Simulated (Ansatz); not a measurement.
# C₃H₆O: one species, many methods

The task here is to estimate one member of a computed series from the others.

Computed with Ansatz 0.2.0, Gaussian basis. Level: functionals in def2-TZVPP, the program's frozen cores in correlated methods.

The runs, in order: LDA (SPW92), PBE-D4, revPBE-D4, BLYP-D4, r2SCAN-D4, B97M-V, PBE0-D4, B3LYP-D4, r2SCANh-D4, r2SCAN0-D4, HSE06-D4, BHLYP-D4, CAM-B3LYP-D4, LC-ωPBE, ωB97X-V, ωB97M-V, B2PLYP, PBE-QIDH; CCSD(T)/def2-SVP; CCSD(T)/def2-TZVPP; MP2/def2-QZVPP; extrapolation to the limit; RPA on PBE.

### The geometry

All runs share one geometry, relaxed beforehand with PBE0-D4 in a triple-zeta def2 set.

SMILES `C=C(C)O`, 10 atoms, charge 0, spin multiplicity 1.

Atoms are counted from 1 here; the program's logs count them from 0.

Bond lengths: C1–C2 1.331 Å, C1–H5 1.085 Å, C1–H6 1.080 Å, C2–C3 1.487 Å, C2–O4 1.359 Å, C3–H7 1.093 Å, C3–H8 1.093 Å, C3–H9 1.088 Å, O4–H10 0.962 Å. Angles: C2–C1–H5 121.8°, C2–C1–H6 120.4°, H5–C1–H6 117.7°, C1–C2–C3 125.2°, C1–C2–O4 123.9°, C3–C2–O4 110.9°, C2–C3–H7 110.2°, C2–C3–H8 110.1°, C2–C3–H9 111.0°, H7–C3–H8 107.2°, H7–C3–H9 109.1°, H8–C3–H9 109.1°, C2–O4–H10 109.0°.

The first run:

Contents of in.yaml:

```yaml
crystal:
  periodic: [false, false, false]
  atoms:
    - {symbol: C, position_ang: [-0.417231, 1.279531, -0.015548]}
    - {symbol: C, position_ang: [0.082950, 0.069212, -0.254876]}
    - {symbol: C, position_ang: [0.085697, -1.062177, 0.709527]}
    - {symbol: O, position_ang: [0.664774, -0.291572, -1.428542]}
    - {symbol: H, position_ang: [-0.390002, 2.067544, -0.760434]}
    - {symbol: H, position_ang: [-0.868600, 1.505764, 0.939428]}
    - {symbol: H, position_ang: [-0.452739, -1.916113, 0.289913]}
    - {symbol: H, position_ang: [1.110759, -1.388907, 0.903493]}
    - {symbol: H, position_ang: [-0.380463, -0.773904, 1.649924]}
    - {symbol: H, position_ang: [0.648055, 0.459423, -2.029983]}
basis:
  gaussian: {orbitals: def2-TZVPP}
hamiltonian: {xc: lda}
output: {orbitals: {seedname: orbitals}}
```

The run is started by

```console
$ ansatz run in.yaml --threads 4 --pin off --events-out ev --progress --plain --max-ram 10444MiB
```

Among the steps run: LDA; PBE-D4 (GGA); revPBE-D4 (GGA); BLYP-D4 (GGA); r2SCAN-D4 (meta-GGA); B97M-V (meta-GGA); PBE0-D4 (hybrid); B3LYP-D4 (hybrid); r2SCANh-D4 (hybrid); r2SCAN0-D4 (hybrid); HSE06-D4 (hybrid); BHLYP-D4 (hybrid); CAM-B3LYP-D4 (range-separated); LC-ωPBE (range-separated); ωB97X-V (range-separated); ωB97M-V (range-separated); B2PLYP (double hybrid); PBE-QIDH (double hybrid).

One of the session's tables, all rows but one given; the rest of the session is left out.

It belongs to the step «Orbital energies across the functionals». 

```
  functional  HOMO (eV)  LUMO (eV)  gap (eV)
 LDA (SPW92)      -5.56      -0.33      5.23
      PBE-D4      -5.38      -0.10      5.28
   revPBE-D4      -5.31      -0.02      5.30
     BLYP-D4          ?          ?         ?
   r2SCAN-D4      -5.59       0.17      5.76
      B97M-V      -5.63       0.23      5.85
     PBE0-D4      -6.59       0.92      7.50
    B3LYP-D4      -6.38       0.65      7.03
  r2SCANh-D4      -6.05       0.54      6.59
  r2SCAN0-D4      -6.73       1.09      7.82
    HSE06-D4      -6.18       0.53      6.72
    BHLYP-D4      -7.66       1.67      9.34
CAM-B3LYP-D4      -7.95       1.82      9.77
     LC-ωPBE      -9.31       3.18     12.49
     ωB97X-V      -8.93       2.97     11.90
     ωB97M-V      -8.84       2.51     11.35
```

Q: Estimate the row for BLYP-D4 from the others.

Worked estimate for «HOMO (eV)». Against the share of exact exchange, B3LYP-D4 (0.2, -6.38), BHLYP-D4 (0.5, -7.66) give a slope of -4.27 per unit share; at 0 the line stands at -5.53.

As computed: HOMO (eV): -5.26; LUMO (eV): -0.01; gap (eV): 5.25. In «HOMO (eV)» the line misses by -0.27.
